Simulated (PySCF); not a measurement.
# From a raw peak list to a structure

Formula CH3N. The spectrum was simulated from the full spin Hamiltonian at 500 MHz with 1.2 Hz Lorentzian lines, from shifts rounded to 0.01 ppm and J to 0.1 Hz, couplings under 1 Hz left out. Exchangeable protons (1H) are left uncoupled and out of the list.

Maxima in Hz from TMS (height), grouped by integral:
1H: 4055.7 (78), 4035.6 (100)
1H: 3894.4 (100), 3874.3 (78)

PySCF 2.14.0 with density-fitted response routines calculation with shielding tensors at B97-2/pcSseg-2 (GIAO), coordinates at the PBE0-D3(BJ)/def2-SVP level and J: B3LYP/pcJ-1; non-relativistic Hamiltonian, in vacuum, a single conformation.

Scale: TMS for 1H (σ = 31.36 ppm) (reference shieldings calculated alike).

Problem. Analyse the multiplets.

Solution. 1H NMR (500 MHz, computed): δ 10.62 (br s, 1H), 8.09 (d, J = 20.1 Hz, 1H), 7.77 (d, J = 20.1 Hz, 1H). These are first-order names from the parameters used; overlap and second-order distortion can hide them in the list.

Problem. What is the compound?

Solution. SMILES C=N.

Atoms are numbered as in `[CH2:1]=[NH:2]` (H(Xn): hydrogen on atom n). Ha(C1) is cis to H(N2); Hb(C1) is trans to H(N2).

1. δ 10.62: H(N2), hydrogen on an imine nitrogen.
2. δ 8.09: Ha(C1), hydrogen on a C=N carbon, coupled to Hb(C1) (20.1 Hz).
3. δ 7.77: Hb(C1), hydrogen on a C=N carbon, coupled to Ha(C1) (20.1 Hz).

OH/NH shifts are gas-phase values; hydrogen bonding in solution moves them, usually downfield. Splittings below 1 Hz are ignored in the labels, and close J values are merged. Couplings to exchangeable protons are dropped.
